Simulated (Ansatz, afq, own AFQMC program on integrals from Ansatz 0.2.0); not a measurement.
CHB, triplet → CHB⁺, quartet

```xyz
3

B     0.0000    0.0000    0.0901
C     0.0000    0.0000   -1.3588
H     0.0000    0.0000    1.2688
```

Connectivity, by distances: BH–C.

E(quartet, charge +1) − E(triplet, charge +0) at this geometry, on UHF and UHF determinants.

Basis 6-31G. Only valence electrons are correlated. AFQMC by an in-house program on the Cholesky factors that Ansatz 0.2.0 writes for its CCSD(T) run. ph-AFQMC/CISD is guided by a CISD state made of CCSD amplitudes; releasing the constraint for a short imaginary time cuts its bias at the price of noise, slowly where states lie close. ± is one standard error of the sampling. The errors of all members are added in quadrature.

Full CI on the same integrals is exact in this basis and with this determinant's frozen core.

Errors are counted within 6-31G, not against nature.

Cautions: CHB (triplet): strong correlation (T1 0.074, weight of the determinant 0.82, largest double 0.16), unrestricted determinant spin contaminated (⟨S²⟩ 2.41 against 2.00), the ph-AFQMC/CISD walk drifts between its halves (2.7 errors); CHB⁺ (quartet): lower spins were not checked; this needn't be the first ionization.

```json
{"level": "MP2", "vertical ionization energy (kJ/mol)": "790.8"}
{"level": "CCSD", "vertical ionization energy (kJ/mol)": "834.1"}
```

(1) From these cheaper values, estimate the vertical ionization energy at the reference level in 6-31G.

(1) 841.8 kJ/mol (full CI in 6-31G).

```csv
level,vertical ionization energy (kJ/mol),error against FCI (kJ/mol)
HF,742.7,-99.0
CCSD(T),839.1,-2.7
CCSDT,841.0,-0.8
CCSDT(Q),841.8,0.0
CCSDTQ,841.7,-0.1
ph-AFQMC/CISD,841.5 ± 0.3,-0.2 ± 0.3
released AFQMC,841.4 ± 0.4,-0.3 ± 0.4
```

Correlation beyond CCSD(T) adds 2.7 kJ/mol. The perturbative (T) step is worth +5.0 kJ/mol. Where the cautions show a poor determinant, the low rows tell how each method copes with it, not its usual error.

CCSDT and higher add their correlation energy to the determinant of the CCSD(T) run, since their own runs factorise the integrals more tightly (a shift of under 2 meV). A walk keeps the symmetry of its determinant, which the program's search chose and which needn't be the lowest solution, so a lower state of the same spin and another symmetry isn't excluded. Released energies are given only where the last usable release times agree within the noise; a slower fall can still hide under it.
